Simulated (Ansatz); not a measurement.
**Two structures, one formula**

Two relaxed structures of SiHSO, doublet (PBE0-D4/def2-TZVP; forces vanish, vibrations not checked).

A:

```tsv
atom	x (Å)	y (Å)	z (Å)
O1	-1.2312	-0.2795	0.7308
Si2	0.1848	0.2587	0.5680
S3	1.8468	-1.0363	0.2419
H4	2.7169	-0.0120	0.1901
```

B:

O1  (-1.486, -0.184, 0.925)
Si2  (-0.148, 0.142, 0.054)
S3  (1.628, -0.650, 0.275)
H4  (-1.403, -0.837, 1.629)
(Å)

Program: Ansatz 0.2.0. Basis: def2-TZVPP. Cores are frozen in the correlated methods; orbitals are unrestricted. B3LYP uses VWN-RPA correlation.

Which structure is lower at CCSD(T), and by how much? (Judge from chemistry; the value comes from the calculation.)

By the calculation: B, by 0.701 eV (electronic energy, against the other). By their contacts, A is SiHSO ([O][Si][SH]) and B is SiHSO ([OH][Si][S]).

All methods give the same order:

```tsv
method	E(B) − E(A) (eV)
PBE-D4	-0.579
r2SCAN-D4	-0.675
PBE0-D4	-0.738
B3LYP-D4	-0.654
wB97M-V	-0.710
HF	-1.003
MP2	-0.692
CCSD	-0.758
CCSD(T)	-0.701
```

T1 diagnostic: at most 0.026. ⟨S²⟩ of the unrestricted Hartree–Fock references: 0.77 (a pure state has 0.75).

Labels in which every atom is bracketed show which atoms are joined, not bond orders.

For scale, one of the runs: CCSD(T)/def2-TZVPP, 129 basis functions, launched by `ansatz run in.yaml --threads 2 --pin off --events-out ev --progress --plain --max-ram 4352MiB`. Hardware: 2 CPU threads of an Arm Neoverse V2, shared host. Wall time 26 s; peak host memory 1.2 GiB.
